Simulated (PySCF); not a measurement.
Electric field gradients and quadrupole coupling constants

C4H5FS.
Z-matrix (Å and degrees, GFN2-xTB geometry), rows numbered from 1:
```
C 
S   1  1.8205
C   2  1.7115  1   98.44
C   3  1.3006  2  152.04  1    -0.40
F   4  1.3253  3  149.73  2     0.24
C   4  1.4888  3   65.80  2   180.00
H   1  1.0857  2  109.29  3   -61.14
H   1  1.0850  2  106.77  3   179.47
H   1  1.0857  2  109.30  3    60.07
H   6  1.0852  3  119.29  4  -106.57
H   6  1.0852  3  119.27  4   106.63
```

Field gradients from the PBE0/pcSseg-1 density (PySCF, non-relativistic), principal values in atomic units, ordered |Vxx| ≤ |Vyy| ≤ |Vzz|:

```csv
atom,Vxx,Vyy,Vzz
S2,0.3578,2.4609,-2.8186
```

Q: Find the asymmetry η = (Vxx − Vyy)/Vzz and the couplings χ = eQV/h (234.96 MHz × Q in barn × V in au), with Q(33S) = −0.0678 b.

A: 
```json
{"atom": "S2", "environment": "sulfide sulfur", "nucleus": "33S", "η": "0.75", "χzz (MHz)": "44.90", "χxx (MHz)": "-5.70", "χyy (MHz)": "-39.20"}
```

Q: What is Vzz at S2 in SI units (1 au = 9.71736 × 10²¹ V/m²)?

A: -2.8186 au = -27.390 × 10²¹ V/m².

Q: What couplings would deuterons (Q(2H) = 0.00286 b) have in place of the hydrogens, at this geometry?

A: 
```
atom  bonded to  bond length (Å)  Vzz (au)     η  χzz (kHz)
  H7         C1            1.086    0.3130  0.03        210
  H8         C1            1.085    0.3162  0.05        213
  H9         C1            1.086    0.3130  0.04        210
 H10         C6            1.085    0.3174  0.06        213
 H11         C6            1.085    0.3174  0.06        213
```

One conformer (not necessarily the lowest) at the GFN2-xTB geometry, without solvent, vibrations or thermal averaging. GFN2-xTB bond lengths can be off by several hundredths of an ångström, more for odd bonds, and the gradients follow them. The basis is small and wasn't made for field gradients, so the couplings can be 20 % off.
